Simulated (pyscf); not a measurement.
Substitution at C: H₃C–Zn–Cl (SMILES [CH3][Zn][Cl]) + CH₃• (SMILES [CH3]) → H₃C–CH₃ (SMILES CC) + [Cl–Zn]• (SMILES [Cl][Zn])

Gas phase, doublet surface, charge 0. Bonds broken: C1–Zn2. Bonds formed: C1–C7. PySCF, gas phase, ωB97X-D3(BJ)/def2-SVP geometries.

Transition state (Å):

```xyz
10

C     -0.2103     0.0778     0.3270
Zn     1.4889     1.0538    -0.6684
Cl     3.1545     2.0141    -1.6407
H     -0.9252     0.5920    -0.3162
H      0.1536    -0.9127     0.0522
H      0.0634     0.5098     1.2900
C     -1.8156    -0.8423     1.2678
H     -1.3623    -1.4808     2.0353
H     -2.4111    -0.0173     1.6761
H     -2.3235    -1.4013     0.4730
```

One imaginary mode, 1080i cm⁻¹; descent along it reached the two sides named.

| bond | change | reactant side (Å) | saddle | product side |
|---|---|---|---|---|
| C1–Zn2 | breaks | 1.930 | 2.198 | 3.7 |
| C1–C7 | forms | 3.6 | 2.076 | 1.527 |

Electronic energies relative to the separated reactants (kcal/mol):

```csv
level,barrier,reaction energy,reverse barrier
ωB97X-D3(BJ)/def2-TZVP,27.3,-20.7,48.0
PBE/def2-TZVP,16.7,-22.1,38.8
r²SCAN/def2-TZVP,22.3,-18.3,40.6
B3LYP-D3(BJ)/def2-TZVP,20.7,-22.2,42.9
PBE0-D3(BJ)/def2-TZVP,21.5,-22.8,44.3
M06-2X/def2-TZVP,22.2,-25.5,47.8
ωB97M-D3(BJ)/def2-TZVP,26.0,-22.1,48.1
HF/def2-TZVP,40.3,-23.3,63.6
```

With ωB97M-D3(BJ)/def2-TZVP energies and thermal terms (ideal gas, 1 atm, RRHO with modes under 100 cm⁻¹ raised to 100, one conformer, R ln 2 for rigid chiral ones), in kcal/mol:

| T (K) | ΔH‡ | ΔG‡ | ΔH | ΔG |
|---|---|---|---|---|
| 298 | 28.1 | 38.0 | -17.4 | -16.3 |
| 600 | 28.1 | 48.0 | -18.7 | -14.7 |
| 900 | 28.5 | 57.9 | -19.3 | -12.5 |
| 1200 | 28.9 | 67.6 | -19.5 | -10.2 |

One saddle was located; it need not be the lowest between these sides. The angle at the attacked C is 180°. The term symbol of open-shell Cl–Zn was not checked; spin-orbit terms and orbital degeneracy are left out. Elements up to Kr have no core potential and no relativistic terms here.
